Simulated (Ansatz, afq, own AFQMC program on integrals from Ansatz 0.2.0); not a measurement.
CHSi, doublet in 6-31G, levels against full CI

```yaml
atoms:
  - { symbol: Si, position_ang: [0.0000, 0.0000, 1.4814] }
  - { symbol: C, position_ang: [0.0000, 0.0000, -0.2010] }
  - { symbol: H, position_ang: [0.0000, 0.0000, -1.2804] }
```

Connectivity, by distances: Si–CH.

Basis 6-31G. Only valence electrons are correlated. AFQMC by an in-house program on the Cholesky factors that Ansatz 0.2.0 writes for its CCSD(T) run. The CISD trial takes its coefficients from CCSD amplitudes. Released means that phaseless walkers are propagated on without the constraint, phases kept. Error bars are statistical, one sigma.

Determinant: UHF, the one that the program's search chose, which needn't be the lowest solution. The geometry is a PBE0/def2-TZVP stationary point of this or a neighbouring charge and spin state.

Full CI on the same integrals is exact in this basis and with this determinant's frozen core.

Cautions: strong correlation (T1 0.082, weight of the determinant 0.78, largest double 0.17); unrestricted determinant spin contaminated (⟨S²⟩ 1.15 against 0.75).

- T1 diagnostic: 0.0823
- weight of the determinant in the CISD state: 0.776
- ⟨S²⟩ of the determinant: 1.153
- size of the correlated space: 9 electrons in 18 orbitals

```csv
level,correlation energy (eV)
MP2,-2.5990
CCSD,-3.6141
CCSD(T),-3.7269
```

Problem. Estimate where phaseless AFQMC with the Hartree–Fock trial lies against CCSD(T) on the same integrals.

Solution. 1.70 ± 0.67 kcal/mol below CCSD(T).

Reference: full CI, correlation energy -3.776 eV. The released energy is read at 2.40 1/Eh (meV from the phaseless value at times in 1/Eh: 3 ± 10 at 0.24, -13 ± 10 at 0.51, 4 ± 10 at 0.99, -10 ± 10 at 1.62, 1 ± 10 at 2.40). The cautions show a poor starting determinant, so the rows tell how each method copes with it here, and full CI is the sure value.

| level | E − E(reference) (kcal/mol) | share of correlation (%) |
| --- | --- | --- |
| CCSD(T) | 1.14 | 98.69 |
| CCSDT | 0.39 | 99.55 |
| CCSDT(Q) | 0.03 | 99.97 |
| CCSDTQ | 0.04 | 99.95 |
| ph-AFQMC/HF | -0.56 ± 0.67 | 100.65 |
| ph-AFQMC/CISD | 0.21 ± 0.21 | 99.76 |
| released AFQMC | 0.23 ± 0.24 | 99.74 |

CCSDT and higher add their correlation energy to the determinant of the CCSD(T) run, since their own runs factorise the integrals more tightly (a shift of under 2 meV). A walk keeps the symmetry of its determinant, which the program's search chose and which needn't be the lowest solution, so a lower state of the same spin and another symmetry isn't excluded. Released energies are given only where the last usable release times agree within the noise; a slower fall can still hide under it.
